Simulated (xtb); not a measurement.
difluoromethane (CH2F2), SMILES FCF. All values are semi-empirical tight-binding results from xtb (GFN2-xTB unless named), good for trends rather than for accurate numbers. Geometry: GFN2-xTB.

```yaml
point_group_as_xtb_finds_it: C2v
orbital_gap: 14.72 eV
dipole_moment: 2.49 D
zero_point_energy: 19.2 kcal/mol
G − E(el) at 298.15 K (modified RRHO): 4.2 kcal/mol
static polarisability (D4 model): 19.1 bohr³
solvation energy, GFN2-xTB/ALPB(water): -2.3 kcal/mol
solvation energy, GFN2-xTB/ALPB(dmf): -1.8 kcal/mol
```

Computed IR lines (harmonic; lines under 4 % of the strongest left out, lines within 3 cm⁻¹ merged):
ν (cm⁻¹): 479 (w), 1061 (vs), 1075 (m), 1307 (w), 2920 (m) (against the strongest line: vs over 80 %, s over 45 %, m over 15 %, w over 4 %, vw less)
